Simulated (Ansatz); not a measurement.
# C2H7Al: the cost of one run

All numbers below are computed with Ansatz 0.2.0 (RKS PBE0-D4/def2-SVPD).

## (1) The starting structure

Bond lengths: Al1–H2 1.760 Å, Al1–C3 2.170 Å, C3–H4 1.110 Å, C3–H5 1.110 Å, C3–C6 1.520 Å, C6–H7 1.110 Å, C6–H8 1.110 Å, C6–H9 1.110 Å, Al1–H10 1.560 Å. Angles (14 of 15 angles, heavy atoms first): Al1–C3–C6 141.1°, H2–Al1–C3 44.2°, C3–Al1–H10 160.3°, Al1–C3–H4 105.3°, Al1–C3–H5 73.8°, H4–C3–C6 109.4°, H5–C3–C6 109.4°, C3–C6–H7 109.5°, C3–C6–H8 109.5°, C3–C6–H9 109.5°, H2–Al1–H10 155.5°, H4–C3–H5 109.4°, H7–C6–H8 109.4°, H7–C6–H9 109.4°.

As a file:

```xyz
10

Al    0.0000    0.0000    0.0000
H     1.0219    0.0000    1.4330
C     2.1347    0.0000    0.3896
H     2.4643   -1.0462    0.2194
H     1.9982    0.5080   -0.5878
C     3.1885    0.7369    1.2000
H     4.1124    0.1238    1.2512
H     3.4166    1.7088    0.7147
H     2.8073    0.9171    2.2268
H    -1.3510    0.0000   -0.7800
```

## (2) Pulling towards end A

Springs on the bonds that form and break draw the guess towards this end; the thresholds are loose.

File input.yaml:

```yaml
crystal:
  periodic: [false, false, false]
  atoms:
    - { symbol: Al, position_ang: [0.0, 0.0, 0.0] }
    - { symbol: H, position_ang: [1.0219, 0.0, 1.433] }
    - { symbol: C, position_ang: [2.1347, 0.0, 0.3896] }
    - { symbol: H, position_ang: [2.4643, -1.0462, 0.2194] }
    - { symbol: H, position_ang: [1.9982, 0.508, -0.5878] }
    - { symbol: C, position_ang: [3.1885, 0.7369, 1.2] }
    - { symbol: H, position_ang: [4.1124, 0.1238, 1.2512] }
    - { symbol: H, position_ang: [3.4166, 1.7088, 0.7147] }
    - { symbol: H, position_ang: [2.8073, 0.9171, 2.2268] }
    - { symbol: H, position_ang: [-1.351, 0.0, -0.78] }
basis:
  gaussian: { orbitals: def2-SVPD }
hamiltonian:
  xc: pbe0
  dispersion: d4
relax:
  f_tol: 0.15
  max_steps: 25
  restrain:
    - { distance: [1, 2], at: 2.31, k: 30.0 }
    - { distance: [0, 1], at: 1.56, k: 30.0 }
    - { distance: [0, 2], at: 1.97, k: 30.0 }
```

Started as:

```sh
$ ansatz run input.yaml --threads 4 --pin off --max-ram 5120MiB --backend cpu --events-out ev --progress --plain --runs-dir out
```

What time and memory should one allow on 4 threads of Intel Xeon Platinum 8259CL at 2.50GHz (Skylake/Cascade Lake), shared host?

About 14 s, with a peak of 0.24 GiB.
